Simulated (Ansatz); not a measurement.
One starting cell of Ni (a generated trial cell of Ni in the AFLOW prototype A_aP4_2_aci) was relaxed twice with Ansatz (plane waves, PAW, scalar-relativistic): with r2SCAN at 500 eV and with PBE at 420 eV. The r2SCAN result:

```
Ni
1.0
    0.00000     1.73987     1.73987
    1.73987     0.00000     1.73987
    1.73987     1.73987     0.00000
Ni
1
Cartesian
  0.00000   0.00000   0.00000
```

```tsv
quantity	r2SCAN	PBE
space group	Fm-3m	Fm-3m
volume (Å³/atom)	10.53	?
a (Å)	3.480	?
gap (eV, no spin-orbit coupling)	0.00	?
spin order	ferromagnetic	?
net moment (μB/atom)	0.74	?
```

Task: What does PBE give for the same quantities?

Result: 
- volume (Å³/atom), PBE: 10.89
- a (Å), PBE: 3.519
- gap (eV, no spin-orbit coupling), PBE: 0.00
- spin order, PBE: ferromagnetic
- net moment (μB/atom), PBE: 0.63

Both levels end in the same structure; PBE's volume is 3.4 % larger. Neither column is exact.

Spin states reached: ferromagnetic; spin orders were not searched systematically. r2SCAN tends to overstate moments in metals.

Measured for Ni: a 3.508 Å (static lattice; corrected from measurement; as listed in Daniel Mejia-Rodriguez, S. B. Trickey, Phys. Rev. B (2018)). Computed minus measured — a: r2SCAN -0.8 %, PBE +0.3 %. The computed values are for a static lattice.

The run could not lose the symmetry of its start; a randomly shaken copy of 2 atoms returns to this structure.

Ansatz is a program for electronic structure.
